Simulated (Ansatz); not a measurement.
Results of PBEsol (plane waves, PAW; Ansatz, an electronic-structure program) for rock-salt ZrC.

A relaxed, unreconstructed slab of the (110) face has 16 atoms, two equal faces of 15.414 Å² each and an energy of -35010.5621 eV. A bulk cell of 4 atoms with the same orientation and in-plane k mesh has -8754.3518 eV. Energies are extrapolated to zero smearing.

Run with plane-wave cutoff 500 eV, 10×14×1 k mesh (along the axes of the cell as run), Fermi–Dirac smearing 0.05 eV, scalar-relativistic PAW data made under PBE.

Worked out: γ = (E_slab − N E_bulk per atom)/2A = [-35010.5621 − 16 × (-8754.3518/4)]/(2 × 15.414) = 0.2220 eV/Å². With 16.022 J/m² per eV/Å² this is 3.56 J/m², or 3.42 eV per surface cell and face.
